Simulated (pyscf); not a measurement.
PySCF, gas phase, ωB97X-D3(BJ)/def2-SVP geometries.

Estimate the classical barrier height and the reaction energy of GaH₃ (SMILES [GaH3]) + HF (SMILES F) → F–GaH₂ (SMILES [F][GaH2]) + H₂ (SMILES [H][H]) at ωB97M-D3(BJ)/def2-TZVP. The step runs on the singlet surface, breaks Ga–H, F–H and forms F–Ga, H–H; take the separated reactants as zero.

ΔE‡ = 12.5 kJ/mol, ΔE = -85.1 kJ/mol. Zero-point energy shifts the barrier by +4.3 kJ/mol. It is a four-centre exchange, with an imaginary mode of 1070i cm⁻¹. On the reactant side the descent ends in an adduct with a F–Ga contact, 31.1 kJ/mol under the separated species and 39.5 kJ/mol under the saddle at ωB97X-D3(BJ)/def2-TZVP. What is counted as formed (F–Ga) is already present as a longer contact in the reactant adduct; forming that adduct is a step of its own. At the saddle there is also a short Ga–H contact that neither side keeps. This is the saddle that the search found; another between the same sides may lie lower. Elements up to Kr have no core potential and no relativistic terms here.
